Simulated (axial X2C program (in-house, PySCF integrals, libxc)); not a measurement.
## Potential curves of LiAl⁻, spin-free

Computed with an axial X2C code built on PySCF integrals. Spin-free means the one-electron spin-free X2C Hamiltonian. Basis: Al dyall-av3z [9s9p3d2f], Li dyall-av3z [9s9p3d] (cores contracted in-house); Gaussian nuclei, density fitting, unrestricted open shells. Masses: Al 26.982 u, Li 7.016 u.

State: M_S = 3/2, Λ = 0 (beyond evenly filled blocks: σα, π+α, π-α). Energies in eV from the lowest point of each curve. Fits are polynomials in 1 − R0/R over 0.85 to 1.23 times the lowest point R0.

| R (Å) | PBE0 |
| --- | --- |
| 2.2281 | 0.1871 |
| 2.3305 | 0.0788 |
| 2.4073 | 0.0314 |
| 2.4842 | 0.0067 |
| 2.5610 | 0.0000 |
| 2.6506 | 0.0099 |
| 2.7403 | 0.0340 |
| 2.8555 | 0.0793 |
| 2.9964 | 0.1477 |
| 3.2012 | 0.2570 |

Occupations by symmetry block were frozen at the best pattern of an incomplete PBE0 search. PBE0 can misorder states that lie within some tenths of an eV, so this need not be the ground state of the molecule. The nearest other spin-free determinant of the search, M_S = 1/2, Λ = 1, lies 0.11 eV up at the distance of the search. The highest occupied level of some functionals is positive through self-interaction error; at Hartree–Fock it is bound.

(1) What are Re and ωe at the PBE0 level?

Answers

(1) At PBE0, spin-free: Re = 2.555 Å, ωe ≈ 345 cm⁻¹; Be follows as 0.464 cm⁻¹.
